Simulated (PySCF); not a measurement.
formyl fluoride: full NMR table

```yaml
Formula: CHFO
SMILES: O=CF
Point_group_of_the_computed_structure: Cs
Degrees_of_unsaturation: 1
Carbon_signals: 1
Proton_signals: 1
```

Bonds (- single, = double, # triple, : aromatic): O1=C2 1.177 Å, C2-F3 1.329 Å. C2 carries H4.

PySCF calculation with PBE0-D3(BJ)/def2-SVP structure, B3LYP/pcJ-1 coupling constants and shielding tensors at PBE0/pcSseg-1 (GIAO); one conformer, no solvent model, relativity neglected.

Referencing at the same level of theory: 1H and 13C against TMS; 19F against CFCl3; H2O for 17O.

| carbon | δC, type | δH (multiplicity, J in Hz) | HMBC from (abs. J ≥ 3 Hz) | span of the C tensor (ppm) |
| --- | --- | --- | --- | --- |
| C2 | 156.1, CH | 7.66 (d, 195.7) | – | 205 |

Other nuclei:
```tsv
atoms	nucleus	environment	δ (ppm)	σ (ppm)
F3	19F	fluorine bonded to C	61.2	116.0
O1	17O	carbonyl oxygen	473.1	-138.5
```

Selected couplings (Hz, signed; the shortest-range and largest first, 30 at most; isotopes 13C, 19F, 1H): 1J(C2,F3) -446.5, 1J(C2,H4) 262.8, 2J(F3,H4) 195.7.

- δC 156.1: carbonyl carbon.
- δH 7.66: hydrogen on a carbonyl carbon.

Common functionals overestimate the size of one-bond C–F couplings by tens of Hz; these are unscaled. Multiplet labels drop couplings under 1 Hz and merge nearly equal ones. Shifts are as computed. Against solution values, carbons near 30 ppm lie about +2 ppm off and those near 130 ppm about +5 ppm. Of 1211 compounds with measured shifts, 218 miss one by over three times the rms of a fit or turn the order of signals round; such compounds aren't used in these exercises. Unscaled 19F shifts against computed CFCl3 carry errors that often reach 10 to 50 ppm. Unscaled 17O shifts of doubly bonded oxygen tend to come out too high, by tens of ppm or more. Experimental scales use liquid or dissolved standards, which lie at an offset from isolated H2O (liquid H2O: subtract about 36 ppm).
